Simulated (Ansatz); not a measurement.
# Hydrogen abstraction

Start structure (CH5S, doublet), relaxed at PBE0-D4/def2-TZVP:

```xyz
7
angstrom
H -1.0409 0.3165 -0.0723
C -0.5368 -0.1076 0.7963
S 1.0936 -0.1548 -2.4512
H 0.0985 0.6497 1.2556
H 0.0723 -0.9582 0.4898
H -1.2821 -0.4403 1.5182
H 1.5955 0.6948 -1.5365
```

The step: CH₄ + HS → CH₃ + H₂S; bonds formed: H1–S3; bonds broken: H1–C2. Program: Ansatz 0.2.0. Basis: def2-TZVPP and def2-QZVPP. Cores are frozen in the correlated methods; orbitals are unrestricted. Extrapolation: Hartree–Fock as exp(−7.88 √X), correlation as X^−2.97. Energies below are by CCSD(T) at an estimated basis limit (MP2 extrapolated from triple and quadruple zeta, plus CCSD(T) − MP2 in triple zeta).

Task: What are the electronic barrier and the energy of the step, from the start structure to the end structure? (Judge from chemistry; the value comes from the calculation.)

Result: Computed: Barrier 0.887 eV; step energy 0.705 eV (uphill); reverse barrier, their difference, 0.182 eV. Barrier and step energy count from the start structure, the reverse barrier from the end structure.

The saddle point: One imaginary mode of 418i cm⁻¹.
```csv
pair,start (Å),saddle (Å),end (Å)
H1–S3,3.23,1.43,1.35
H1–C2,1.09,1.64,2.36
```

Zero-point energy (harmonic, PBE0-D4): ZPE is 1.406 eV at the start and 1.263 eV at the saddle, so the barrier goes from 0.887 to 0.743 eV.

T1 diagnostic: at most 0.014. ⟨S²⟩ of the unrestricted Hartree–Fock references: 0.76 to 0.78 (a pure state has 0.75).

For scale, one of the runs: CCSD(T)/def2-TZVPP, 143 basis functions (an equivalent command: `ansatz run in.yaml --threads 2`). Time: 20 s of wall clock on 2 CPU threads; the host was shared. Peak host memory: 2.1 GiB.
